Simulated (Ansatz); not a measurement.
# Sodium, bcc: convergence with Methfessel-Paxton smearing

Computed with Ansatz, PBE, scalar-relativistic PAW, on the relaxed cell (a = 4.197 Å; spin not included). Errors count from a run at 420 eV on a Γ-centred 17×17×17 mesh with Fermi-Dirac smearing of 0.1 eV, extrapolated to zero width. Fixed here: cutoff 420 eV, mesh 11×11×11. The SCF starts from atomic densities corrected by a trained network.

```json
{"width (eV)": "0.03", "E(σ→0) error (meV/atom)": "-2.8", "F error (meV/atom)": "-2.8", "P (GPa)": "-0.01", "SCF iterations": "4"}
{"width (eV)": "0.1", "E(σ→0) error (meV/atom)": "-3.1", "F error (meV/atom)": "-3.2", "P (GPa)": "-0.01", "SCF iterations": "4"}
{"width (eV)": "0.2", "E(σ→0) error (meV/atom)": "-3.2", "F error (meV/atom)": "-2.9", "P (GPa)": "-0.02", "SCF iterations": "4"}
{"width (eV)": "0.3", "E(σ→0) error (meV/atom)": "-2.8", "F error (meV/atom)": "-2.3", "P (GPa)": "-0.02", "SCF iterations": "5"}
{"width (eV)": "0.6", "E(σ→0) error (meV/atom)": "-0.8", "F error (meV/atom)": "-0.4", "P (GPa)": "-0.01", "SCF iterations": "5"}
{"width (eV)": "1.0", "E(σ→0) error (meV/atom)": "0.1", "F error (meV/atom)": "-0.9", "P (GPa)": "0.00", "SCF iterations": "5"}
```

**Question.** What does the run at 0.01 give (width)?

**Answer.** E(σ→0) error (meV/atom): -2.7; F error (meV/atom): -2.7; P (GPa): -0.01; SCF iterations: 4.
